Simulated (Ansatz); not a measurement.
# CHOSi: the cost of one run

Method: def2-TZVPP, core rule «outside noble gas», up to 7 orbitals frozen; program: Ansatz 0.2.0, Gaussian basis.

The runs, in order: UHF; ROHF; CCSD(T) on UHF.

2 further runs of the same task are left out: 2 set aside as unsound or not needed.

## (1) The system

The geometry is a PBE0/def2-TZVP stationary point (not a proven minimum) of the parent state, kept for this charge and spin.

4 atoms, charge 1, spin multiplicity 3.

Atoms are counted from 1 here; the program's logs count them from 0.

Bond lengths: O1–C2 1.331 Å, O1–Si3 1.857 Å, C2–Si3 1.748 Å, C2–H4 1.085 Å. Angles: C2–O1–Si3 64.0°, O1–C2–Si3 72.8°, O1–C2–H4 121.1°, Si3–C2–H4 166.2°, O1–Si3–C2 43.2°.

## (2) UHF

Input file in.yaml:

```yaml
crystal:
  periodic: [false, false, false]
  atoms:
    - {symbol: O, position_ang: [0.000000, -0.668907, 0.842254]}
    - {symbol: C, position_ang: [0.000000, 0.660489, 0.770206]}
    - {symbol: Si, position_ang: [0.000000, 0.053019, -0.869044]}
    - {symbol: H, position_ang: [0.000000, 1.270023, 1.668016]}
basis:
  gaussian: {orbitals: def2-TZVPP}
total_charge: 1
magnetization: {spin_polarized: true, initial_magnetization: 2}
hamiltonian: {xc: hf}
output: {orbitals: {seedname: orbitals}}
```

Run with:

```console
ansatz run in.yaml --threads 1 --pin off --events-out ev --progress --plain --max-ram 4096MiB --backend cpu
```

Q: Estimate wall time and peak memory on 1 thread of AMD EPYC 7R13, shared host.

About 9.5 s, with a peak of 0.28 GiB.
